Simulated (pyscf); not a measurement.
Optimised with ωB97X-D3(BJ)/def2-SVP in PySCF. MP2 and CC: frozen core, UHF for open shells. ΔMP2 is the change of the MP2 total energy from the triple- to the quadruple-zeta basis.

### Question
What is the homolytic dissociation enthalpy (298 K, CCSD(T)/def2-TZVPP + ΔMP2(QZVPP)) of the Si–Si bond of F–SiH(SiH₃)–SiH₃ (SMILES F[SiH]([SiH3])[SiH3]), to F–SiH•–SiH₃ + SiH₃•?

### Answer
Si–Si to F–SiH•–SiH₃ + SiH₃•: 311.8 kJ/mol. Other isomers of F–SiH•–SiH₃ were not searched in full and may lie lower. The CCSD(T) − MP2 part came from Ansatz, without density fitting, on the same reference.
